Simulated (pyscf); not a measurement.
`[H][H]` + `[NH2]` [doublet] → `[H]` [doublet] + `[NH3]`, a hydrogen abstraction (doublet surface; H–H broken, H–N formed). Optimised with ωB97X-D3(BJ)/def2-SVP in PySCF. Energies in kcal/mol from the separated reactants.

AM1 to PM7: differences of heats of formation from MOPAC, which are fitted to 298 K values and so differ in kind from electronic energies by zero-point and thermal terms. Open shells are spin-unrestricted. 

### Question
Quick PM3 single points give ΔE‡ = 22.4 kcal/mol and ΔE = +23.6 kcal/mol. What does ωB97M-D3(BJ)/def2-TZVP give, and how far is the quick result from it?

### Answer
ωB97M-D3(BJ)/def2-TZVP gives ΔE‡ = 7.5 kcal/mol and ΔE = -6.2 kcal/mol. PM3 lies 14.9 kcal/mol over it in the barrier and 29.8 kcal/mol over it in the reaction energy, so on this step it does not hold to within 3.0 kcal/mol. At PM3 this geometry lies under one side, so its ΔE‡ may be no barrier of that level. ωB97M-D3(BJ)/def2-TZVP has limits of its own. One saddle was located; it need not be the lowest between these sides. The angle at the transferred H is 156°.
